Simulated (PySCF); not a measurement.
## Vibration and rotation of LiN⁺

UHF-CCSD(T) constants of LiN⁺, ⁴Σ⁻ (quartet), unpaired electrons σ ↑, π ↑↑ (basis Li cc-pVDZ, N cc-pVDZ; no relativity; PySCF 2.14; masses 7.0160 and 14.0031 u):

* ωe: 246.3 cm⁻¹
* ωexe: 8.44 cm⁻¹
* Be: 0.65525 cm⁻¹
* αe: 0.0277 cm⁻¹
* De to Li⁺ + N: 0.257 eV

(1) What force constant and bond length do these constants imply?

(2) Estimate the centrifugal constant D from the Kratzer relation and find the Dunham coefficient a1.

Correlated steps freeze 1 core orbital. The bond is weak. Basis-set superposition, not corrected here, can be much of De in a small basis, most of all at correlated wavefunction levels. For an ion De counts to the pair picked by the measured ionisation energies or electron affinities, which need not be the lowest pair at this level. The state was picked by a PBE0 search and need not be the measured ground state.

## Answers

(1) Reduced mass μred = 4.6741 u; k = 5.8918×10⁻⁷·μred·ωe² (u, cm⁻¹, mdyn/Å) = 0.167 mdyn/Å; Re = √(16.8576/(μred·Be)) (u, cm⁻¹, Å) = 2.346 Å.

(2) D = 4Be³/ωe² = 1.86e-05 cm⁻¹; a1 = −1 − αeωe/(6Be²) = -3.65.
